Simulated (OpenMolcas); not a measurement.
# S2F2: a line through the functionals

S2F2 has 4 atoms, charge 0, and is taken as a singlet. As SMILES, `FS(F)=S`. The coordinates come from a PBE0-D4/def2-TZVP relaxation.

The electronic atomisation energy y, in eV, basis def2-SVPD; a is the functional's share of exact exchange. Programs: OpenMolcas 26.06.

| functional | program | a | y (eV) |
| --- | --- | --- | --- |
| BLYP | OpenMolcas | 0 | 10.25 |
| revPBE | OpenMolcas | 0 | 10.25 |
| B3LYP | OpenMolcas | 0.2 | ? |
| PBE0 | OpenMolcas | 0.25 | 9.99 |
| BHLYP | OpenMolcas | 0.5 | 8.37 |

Problem. Fit y = c + s·a to the known rows and predict B3LYP.

Solution. 
1. Means of the 4 rows: a = 0.1875, y = 9.715.
2. Σ(Δa)² = 0.17188, Σ(Δa·Δy) = -0.60375, so the slope is -0.60375/0.17188 = -3.5126.
3. Intercept: 9.715 − (-3.5126) × 0.1875 = 10.374. The largest residual of the fit is 0.49.
4. B3LYP: 10.374 + (-3.5126) × 0.2 = 9.67 eV.

The run gave 9.70 eV, so the prediction is off by -0.03 eV, within the largest residual.
